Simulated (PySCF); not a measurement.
Where the electron goes

Si2H6.
Z-matrix (Å and degrees, PBE0-D3(BJ)/def2-TZVP geometry), rows numbered from 1:
```
Si
Si  1  2.3390
H   1  1.4876  2  110.33
H   1  1.4877  2  109.96  3  -119.84
H   1  1.4875  2  110.51  3   120.22
H   2  1.4875  1  110.56  3   -59.74
H   2  1.4876  1  110.23  3  -179.88
H   2  1.4877  1  110.04  3    60.27
```

Computed, not measured: TDDFT CAM-B3LYP/aug-cc-pVTZ, vertical, gas phase, core orbitals frozen in the response in PySCF. Isolated species at its PBE0-D3(BJ)/def2-TZVP geometry, gas phase.

Kohn–Sham orbitals with the atoms that hold most of them (Löwdin shares over 4%, at most four atoms; ? is withheld):

```
orbital  ε (eV)                             atoms
 HOMO-3  -11.70  Si2 20%, Si1 20%, H6 17%, H4 17%
 HOMO-2  -10.97  Si2 20%, Si1 20%, H7 16%, H3 16%
 HOMO-1  -10.97  Si2 20%, Si1 20%, H4 18%, H6 18%
   HOMO   -9.67    Si1 30%, Si2 30%, H4 7%, H8 7%
   LUMO       ?                                 ?
 LUMO+1    0.44    Si1 31%, Si2 31%, H6 6%, H5 6%
 LUMO+2    1.01    Si2 35%, Si1 35%, H3 9%, H7 9%
```

Problem. Which atoms hold the LUMO, and with what shares?

Solution. H3 (bonded to Si) 15%; H4 (bonded to Si) 15%; H5 (bonded to Si) 15%; H8 (bonded to Si) 15%.

Problem. What is the LUMO energy, and the HOMO–LUMO gap?

Solution. ε(LUMO) = 0.27 eV; the gap is 9.94 eV (0.3651 hartree).

Within 0.005 eV of a neighbour in this list lie HOMO-2/HOMO-1 (point group found: D3d); within a degenerate set the shares of single atoms can hang on how the components are chosen.

Problem. The HOMO–LUMO gap is 9.94 eV. Where does the response calculation put the lowest singlet, and from which orbitals?

Solution. S1 is at 7.36 eV (f = 0.0001), 2.58 eV below the gap, made of HOMO→LUMO (87%). Without the coupling terms of the response equations the lowest excitation would equal the gap.

Problem. Give energy, strength and leading configuration of S1 and S4, and follow the Löwdin shares of the leading atoms from the occupied to the empty orbital.

Solution. 
- S1 (7.36 eV, f 0.0001), HOMO→LUMO (87%): Si1 30% → at most 15%, Si2 30% → at most 15%, H3 at most 7% → 15%, H4 7% → 15%
- S4 (7.75 eV, f 0.510), HOMO→LUMO+1 (87%): Si1 30% → 31%, Si2 30% → 31%

Orbitals of the list HOMO-3 to LUMO+2 that lie within 0.01 eV of each other are written together with a slash and their weights summed (≥ marks a lower bound); for degenerate orbitals outside that list single weights are arbitrary.

Hardware: one thread, Arm Neoverse N1 (aarch64), shared host with 64 logical CPUs at a one-minute load of 56. Cost: 27 s, 0.87 GiB resident at most.
